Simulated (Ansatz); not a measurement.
Results of r²SCAN in Ansatz (plane waves, PAW) for Cs2AgBiBr6 (Fm-3m, No. 225).

Numerical settings: plane-wave cutoff 560 eV, 6×6×6 k mesh, Fermi–Dirac smearing 0.01 eV, no spin polarisation, scalar-relativistic PAW data made under PBE.

Cell (measured lattice):

```xyz
10
Lattice="0.0000 5.6161 5.6161 5.6161 0.0000 5.6161 5.6161 5.6161 0.0000" Properties=species:S:1:pos:R:3 pbc="T T T"
Bi     0.0000     0.0000     0.0000
Cs     8.4241     8.4241     8.4241
Cs     2.8080     2.8080     2.8080
Ag     5.6161     5.6161     5.6161
Br     5.6161     5.6161     8.4185
Br     5.6161     5.6161     2.8137
Br     2.8137     5.6161     5.6161
Br     8.4185     5.6161     5.6161
Br     5.6161     8.4185     5.6161
Br     5.6161     2.8137     5.6161
```

Predict the band gap, smallest direct gap on the k points sampled and direct gap at Γ.


band gap: 1.67 eV
smallest direct gap on the k points sampled: 2.80 eV
direct gap at Γ: 3.45 eV

Note: cell and atoms aren't relaxed at this level (largest force component 0.25 eV/Å, pressure 1.0 GPa).

Spin–orbit coupling is not included; with these elements it can move the gap by several tenths of an eV or more.

Computing time: around 2.5 core-minutes (rough).

Ansatz is an electronic-structure program.
